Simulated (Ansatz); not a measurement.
Chalcopyrite CdGeAs2 was calculated with PBE0+SOC (plane waves, PAW; Ansatz, a first-principles code).

Settings: plane-wave cutoff 460 eV, 6×6×6 k mesh, Fermi–Dirac smearing 0.01 eV, PAW data made under PBE.

Cell (measured lattice):

```yaml
crystal:
  lattice:
    - [-2.97135, 2.97135, 5.61000]
    - [2.97135, -2.97135, 5.61000]
    - [2.97135, 2.97135, -5.61000]
  atoms:
    - { symbol: Cd, position: [0.00000, 0.00000, 0.00000] }
    - { symbol: Cd, position: [0.75000, 0.25000, 0.50000] }
    - { symbol: Ge, position: [0.50000, 0.50000, 0.00000] }
    - { symbol: Ge, position: [0.25000, 0.75000, 0.50000] }
    - { symbol: As, position: [0.87500, 0.84964, 0.47464] }
    - { symbol: As, position: [0.15036, 0.62500, 0.02536] }
    - { symbol: As, position: [0.37500, 0.40036, 0.52536] }
    - { symbol: As, position: [0.59964, 0.12500, 0.97464] }
```

Task: Predict the band gap.

Result: 
* **band gap**: 0.96 eV (on the SCF k mesh) (direct)

Measured, for comparison: band gap 0.57 eV (temperature not stated, not corrected to a static lattice, direct; as tabulated in Rashkeev et al. (1999), arXiv:cond-mat/9809378). Computed (rounded) less measured: band gap +0.39 eV.

Note: cell and atoms aren't relaxed at this level (largest force component 0.22 eV/Å, pressure 1.2 GPa).

Computed values are for the static lattice.
